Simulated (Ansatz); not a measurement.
# How the elastic constant C44 of 1T (CdI2-type) SnSe2 moves with the method

No measured value is used here.

| level (code) | value (GPa) | cell (Å³/atom) |
|---|---|---|
| LDA (Ansatz) | 11.0 | 24.56 |
| PBE (Ansatz) | 1.19 | 30.32 |
| PBEsol (Ansatz) | 7.44 | 25.90 |
| PBE-D3(BJ) (Ansatz) | 10.7 | 25.57 |
| r²SCAN+rVV10 (Ansatz) | 9.08 | 26.33 |
| HSE06-D3(BJ) (Ansatz) | 13.3 | 24.65 |

LDA: LDA has no dispersion term either, though it tends to give short spacings of layers, chains or molecules. PBE, PBEsol: the cell comes from a level without a dispersion term, which matters for the spacing of layers, chains or molecules. PBE-D3(BJ), HSE06-D3(BJ): the dispersion coefficients are held fixed in the derivatives. Each level is taken at its own relaxed cell. Cutoffs and k meshes differ between the levels. Ansatz's density-functional and Hartree–Fock values are scalar-relativistic unless marked +SOC, with PAW data made under PBE.

Ansatz is a quantum-chemistry and plane-wave program.
